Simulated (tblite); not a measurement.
Compound: C4H6 (triplet state).
Structure used (GFN2-xTB), in Å, numbered top down from 1:
```xyz
10
C4H6 angstrom
C     -0.7231    1.0853   -0.5168
C      0.0009    0.0009   -0.0016
C      1.3817    0.1171    0.2110
C     -0.6560   -1.2002    0.3002
H     -1.7813    1.0136   -0.6858
H     -0.2360    2.0121   -0.7556
H      1.9519   -0.7041    0.6030
H      1.9012    1.0294   -0.0145
H     -1.7129   -1.3079    0.1422
H     -0.1175   -2.0414    0.6953
```

The geometry is computed with GFN2-xTB (gas phase). This method treats the open shell by occupation alone, without spin polarisation.

Take the most abundant isotopes and a rigid rotor. 

What are A, B and C (GHz)?

Ia = 49.49, Ib = 49.50, Ic = 98.99 u·Å²; 505379 MHz·u·Å²/I gives 10212, 10209 and 5105 MHz, that is A = 10.212, B = 10.209, C = 5.1053 GHz.

Classify the top.

An oblate symmetric top, as the point group D3h requires two equal moments; the computed ones differ by 0.03 % because the geometry is symmetric only within the optimiser's tolerance; Ray's κ = 0.999.

Is it planar, by Δ = Ic − Ia − Ib?

Planar: Δ = Ic − Ia − Ib = 0.00 u·Å². For a rigid frame Δ = −2 Σ m c², so it vanishes when all atoms lie in the ab plane; here none is more than 0.01 Å from it.

Estimate the classical rotational partition function at 10 K, 25 K and 298.15 K.

Point group D3h, symmetry number σ = 6; q = (√π/σ)·√((kT/h)³/(ABC)), k/h = 20836.6 MHz/K: 38.5 at 10 K, 152 at 25 K, 6270 at 298.15 K.

For this open shell read J as N, the rotation without spin; fine and hyperfine splittings come on top. Its GFN2-xTB frequencies are all real (lowest 418 cm⁻¹). Constants of a rigid frame at the computed geometry: no zero-point averaging, no centrifugal distortion.
